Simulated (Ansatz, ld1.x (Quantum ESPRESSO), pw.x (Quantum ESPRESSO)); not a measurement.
## From atom to crystal: TM potential for magnesium (Mg)

```json
{
  "Element": "Mg",
  "Generator": "ld1.x (Quantum ESPRESSO) 7.5",
  "Type": "norm-conserving Troullier–Martins (Kleinman–Bylander form)",
  "Functional": "LDA (PW92)",
  "Relativity": "scalar-relativistic",
  "Frozen core": "[Ne]",
  "Valence charge": "2",
  "Reference configuration": "3s1 3p1",
  "Partial waves": "3p (bound): rc 3.65 bohr; 3d channel at 0.1 Ry: rc 3.75 bohr; 3s (bound): rc 1.85 bohr",
  "Local potential": "the s channel",
  "Core correction": "a·sin(br)/r model core inside 1.90 bohr"
}
```

Crystal test: bcc Mg in pw.x 7.5, no spin, 13³ k-points, Fermi–Dirac smearing 0.01 Ry, cutoffs 50/200 Ry. The reference is all-electron LAPW (Ansatz 0.2.0) with the same functional, mesh and smearing; V0 and B0 come from Birch–Murnaghan fits to the pressures at five volumes. Errors are pseudo minus all-electron; Δ is the rms difference of the E(V) curves that follow from these fits, minima aligned, over ±6 % about the mean V0. Mesh and smearing are coarse, so the numbers serve the comparison and aren't converged zero-temperature values; the lattice is a test structure that the element need not adopt.

```
V (Å³/atom)  P all-electron (GPa)  P pseudo (GPa)
     20.498                  2.38            1.03
     21.038                  1.20           -0.04
     21.577                  0.17           -0.98
     22.116                 -0.75           -1.81
     22.656                 -1.55           -2.54
```

All-electron: a0 = 3.513 Å (V0 = 21.67 Å³/atom), B0 = 38.2 GPa.

Pseudopotential: mean pressure error (GPa): -1.16; a0 (Å): 3.477; a0 error (%): -1.02; B0 error (%): +2.8; Δ (meV/atom): 5.6. The largest radius (3.75 bohr) exceeds half the bond length (2.87 bohr), so the spheres overlap, which is one possible source of error among others. This is a poor potential for the solid. The logarithmic derivative shows an extra or strongly shifted pseudo pole above the reference energy (p near 1.51 Ry).

Q: At the middle volume, how do free energy and pressure move when the wave cutoff is lowered (ecutrho kept at four times it)?

A:

```
cutoff (Ry)  shift of F (meV/atom)  shift of P (GPa)
         22                   +8.3             -0.12
         30                   +3.3             +0.01
         40                   +1.3             -0.03
```

Input at the middle volume:

```
&control
  calculation='scf', prefix='x', pseudo_dir='./', outdir='./tmp', tstress=.true., disk_io='none'
/
&system
  ibrav=0, nat=1, ntyp=1, ecutwfc=50, ecutrho=200, nbnd=8,
  occupations='smearing', smearing='fd', degauss=0.01
/
&electrons
  conv_thr=1e-09, mixing_beta=0.4, electron_maxstep=70
/
ATOMIC_SPECIES
Mg 1.0 Mg.UPF
CELL_PARAMETERS angstrom
  -1.75378771 1.75378771 1.75378771
  1.75378771 -1.75378771 1.75378771
  1.75378771 1.75378771 -1.75378771
ATOMIC_POSITIONS crystal
Mg 0.0000 0.0000 0.0000
K_POINTS automatic
13 13 13 0 0 0
```

```bash
pw.x < Mg.scf.in > Mg.scf.out
```

Lines of the output:

```
Message from routine setup:
     using ibrav=0 with symmetry is DISCOURAGED, use correct ibrav instead
     lattice parameter (alat)  =       5.7403  a.u.
     unit-cell volume          =     145.6088 (a.u.)^3
     number of electrons       =         2.00
     number of Kohn-Sham states=            8
     kinetic-energy cutoff     =      50.0000  Ry
     charge density cutoff     =     200.0000  Ry
     scf convergence threshold =      1.0E-09
     Exchange-correlation= PW
     number of k points=    84  Fermi-Dirac smearing, width (Ry)=  0.0100
     iteration #  1     ecut=    50.00 Ry     beta= 0.40
     total energy              =      -2.03855633 Ry
     estimated scf accuracy    <       0.00261153 Ry
     iteration #  2     ecut=    50.00 Ry     beta= 0.40
     total energy              =      -2.03825529 Ry
     estimated scf accuracy    <       0.00088906 Ry
     iteration #  3     ecut=    50.00 Ry     beta= 0.40
     total energy              =      -2.03826808 Ry
     estimated scf accuracy    <       0.00000029 Ry
     iteration #  4     ecut=    50.00 Ry     beta= 0.40
     total energy              =      -2.03826838 Ry
     estimated scf accuracy    <       0.00000001 Ry
     iteration #  5     ecut=    50.00 Ry     beta= 0.40
     the Fermi energy is     3.8186 ev
!    total energy              =      -2.03826838 Ry
     estimated scf accuracy    <          3.0E-11 Ry
     smearing contrib. (-TS)   =      -0.00210965 Ry
     The total energy is F=E-TS. E is the sum of the following terms:
     one-electron contribution =       1.31309187 Ry
     hartree contribution      =       0.00477833 Ry
     xc contribution           =      -1.15786868 Ry
     ewald contribution        =      -2.19616024 Ry
     convergence has been achieved in   5 iterations
          total   stress  (Ry/bohr**3)                   (kbar)     P=       -9.81
     Message from routine punch:
     Nothing written, as per user request (disk_io='none')
```

The run at the middle volume (84 k-points, 5 iterations) took about 4.3 s on one core of a shared host (Neoverse-V1, 32 threads, 247 GiB, load 16).
